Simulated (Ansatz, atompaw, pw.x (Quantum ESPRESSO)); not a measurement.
# pw.x on diamond Ga: one setting changed

Potential: PAW, atompaw 4.2.0.5, LDA (PW92); core [Ar] 3d10, reference 4s2 4p1; waves: 4s (bound): rc 1.90 bohr; 4s channel at 2.7 Ry: rc 2.30 bohr; 4p (bound): rc 2.30 bohr; 4p channel at 4.8 Ry: rc 2.30 bohr; 4d channel at 0.35 Ry: rc 2.05 bohr; 4d channel at 3.1 Ry: rc 2.30 bohr; local part: bessel scheme, radius 2.15 bohr; core correction: smooth core density matched at 2.00 bohr; augmentation: besselshape compensation charge, radius 2.15 bohr; PAW radius 2.30 bohr; waves and projectors: custom polynom vanderbiltortho.

The reference run (k-mesh 8³, cutoffs 40/400 Ry, Fermi–Dirac 0.01 Ry, mixing_beta 0.4, conv_thr 1e-9, no spin) gives 0.07 GPa at 22.919 Å³/atom, where all-electron LAPW gives 0.04 GPa. This run, with its own iteration cap, changes electron_maxstep to 2, a wrong or extreme entry chosen on purpose.

```
&control
  calculation='scf', prefix='x', pseudo_dir='./', outdir='./tmp', tstress=.true., disk_io='none'
/
&system
  ibrav=0, nat=2, ntyp=1, ecutwfc=40, ecutrho=400, nbnd=10,
  occupations='smearing', smearing='fd', degauss=0.01
/
&electrons
  conv_thr=1e-09, mixing_beta=0.4, electron_maxstep=2
/
ATOMIC_SPECIES
Ga 1.0 Ga.UPF
CELL_PARAMETERS angstrom
  0.00000000 2.84052460 2.84052460
  2.84052460 0.00000000 2.84052460
  2.84052460 2.84052460 0.00000000
ATOMIC_POSITIONS crystal
Ga 0.0000 0.0000 0.0000
Ga 0.2500 0.2500 0.2500
K_POINTS automatic
8 8 8 0 0 0
```

```bash
pw.x < Ga.scf.in > Ga.scf.out
```

How does the run end?

It does not reach self-consistency within its iteration cap.

```
Message from routine setup:
     using ibrav=0 with symmetry is DISCOURAGED, use correct ibrav instead
     lattice parameter (alat)  =       7.5912  a.u.
     unit-cell volume          =     309.3302 (a.u.)^3
     number of electrons       =         6.00
     number of Kohn-Sham states=           10
     kinetic-energy cutoff     =      40.0000  Ry
     charge density cutoff     =     400.0000  Ry
     scf convergence threshold =      1.0E-09
     Exchange-correlation= SLA PW NOGX NOGC
     number of k points=    29  Fermi-Dirac smearing, width (Ry)=  0.0100
     negative rho (up, down):  1.865E-04 0.000E+00
     iteration #  1     ecut=    40.00 Ry     beta= 0.40
     negative rho (up, down):  4.603E-04 0.000E+00
     total energy              =    -295.51363307 Ry
     estimated scf accuracy    <       0.00596162 Ry
     iteration #  2     ecut=    40.00 Ry     beta= 0.40
     negative rho (up, down):  1.248E-03 0.000E+00
     total energy              =    -295.51322053 Ry
     estimated scf accuracy    <       0.00206938 Ry
     convergence NOT achieved after   2 iterations: stopping
     Message from routine punch:
     Nothing written, as per user request (disk_io='none')
```

The run took about 3.5 s on one core of a shared host (Intel(R) Xeon(R) 6975P-C, 192 threads, 378 GiB, load 33).
